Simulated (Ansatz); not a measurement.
Corundum Cr2O3, treated with PBE+U (ortho-atomic projectors) (Ansatz, a program for electronic structure, plane waves, PAW).

Numerical settings: plane-wave cutoff 520 eV, 8×8×8 k mesh, U_eff Cr 3.7 eV, spin-polarised with opposed moments, scalar-relativistic PAW data made under PBE.

Cell (relaxed at this level):

```
Cr2O3
1.0
    2.52070     1.45533     4.58507
   -2.52070     1.45533     4.58507
    0.00000    -2.91065     4.58507
Cr O
4 6
Direct
  0.84819   0.84819   0.84819
  0.34819   0.34819   0.34819
  0.15181   0.15181   0.15181
  0.65181   0.65181   0.65181
  0.44689   0.05311   0.75000
  0.05311   0.75000   0.44689
  0.55311   0.94689   0.25000
  0.25000   0.55311   0.94689
  0.94689   0.25000   0.55311
  0.75000   0.44689   0.05311
```

**Question.** Give the computed elastic constant C44, Voigt–Reuss–Hill shear modulus (Hill average), elastic constant C12, elastic constant C11, elastic constant C13, elastic constant C33 and elastic constant C66.

**Answer.** 
- elastic constant C44: 140 GPa
- Voigt–Reuss–Hill shear modulus (Hill average): 110 GPa
- elastic constant C12: 134 GPa
- elastic constant C11: 333 GPa
- elastic constant C13: 146 GPa
- elastic constant C33: 310 GPa
- elastic constant C66: 99.9 GPa

Measured, for comparison: elastic constant C44 159 GPa, elastic constant C12 148 GPa, elastic constant C11 374 GPa, elastic constant C13 175 GPa, elastic constant C33 362 GPa, elastic constant C66 113 GPa (temperature not stated, not corrected to a static lattice; as tabulated in Oses et al. (2018), arXiv:1811.08464); Voigt–Reuss–Hill shear modulus 123 GPa (temperature not stated, not corrected to a static lattice, Hill average of measured single-crystal constants; as tabulated in Oses et al. (2018), arXiv:1811.08464). Computed (rounded) less measured: elastic constant C44 -12 %, Voigt–Reuss–Hill shear modulus -11 %, elastic constant C12 -9 %, elastic constant C11 -11 %, elastic constant C13 -17 %, elastic constant C33 -14 %, elastic constant C66 -12 %.

Elastic constants are with the ions relaxed.

Computed values are for the static lattice.
